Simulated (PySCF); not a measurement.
PH₃: breathing scan

Method: r2SCAN in PySCF with P def2-TZVP, H def2-TZVP; no relativity; density-fitted integrals.

Rigid scan from the singlet minimum (P–H 1.420 Å (×3); H–P–H 92.8° (×3)). Coordinate: all bonds to the central atom scaled together. Energies in kJ/mol from the minimum.

Q: Predict the curve at 0.88, 0.92, 0.96, 1.00, 1.04, 1.08, 1.14, 1.22, 1.35.

A: 
| scale of all bonds to the centre | E (kJ/mol) | dipole size (D) |
| --- | --- | --- |
| 0.88 | 116.3 | 0.92 |
| 0.92 | 46.8 | 0.86 |
| 0.96 | 10.6 | 0.79 |
| 1.00 | 0.0 | 0.72 |
| 1.04 | 8.8 | 0.64 |
| 1.08 | 32.3 | 0.55 |
| 1.14 | 86.9 | 0.41 |
| 1.22 | 182.4 | 0.20 |
| 1.35 | 361.3 | 0.13 |

At long bonds a restricted determinant can lie too high, and another spin state can fall below this curve.

Other isomers or separated fragments may lie lower.
